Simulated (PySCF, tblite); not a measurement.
Isomers of C4H6NO (doublet state), one GFN2-xTB conformer each. Single-point energies are computed at B3LYP/pcH-1 (PySCF, gas phase, no added dispersion term), electronic only. GFN2-xTB treats the open shell by occupation alone, and not every SCF solution was tested for stability.

Problem. Rank them by B3LYP/pcH-1 energy, lowest first (kJ/mol).
A. `[CH2:1]=[C:2]([CH3:3])[N:4][CH:5]=[O:6]` (doublet state) with C1–C2–N4–C5 -155°, C2–N4–C5–O6 -144°
B. `C[C@H]1[CH]ON=C1` [radical]
C. `CC1=CO[N]C1` [radical]
D. `C[C]1C=NOC1` [radical]

Solution. A (0.0), D (66.3), C (112.1), B (133.2).

As drawn, the highest has an N–O linkage, which the lowest lacks. GFN2-xTB itself gives, in the same order: 0.0, 23.1, 57.0, 85.7. Both levels put the same isomer lowest; measured from each level's own lowest isomer, the values differ by up to 55.1 kJ/mol (CC1=CO[N]C1: 57.0 against 112.1).

Problem. What happens when harmonic zero-point energies from GFN2-xTB frequencies are added?

Solution. 
```csv
SMILES,ZPE (kJ/mol),electronic (kJ/mol),with ZPE (kJ/mol)
C=C(C)[N]C=O,234.3,0.0,0.0
C[C]1C=NOC1,244.0,66.3,76.0
CC1=CO[N]C1,243.7,112.1,121.6
C[C@H]1[CH]ON=C1,242.1,133.2,141.0
```

The zero-point energies span 9.7 kJ/mol. The order is unchanged.
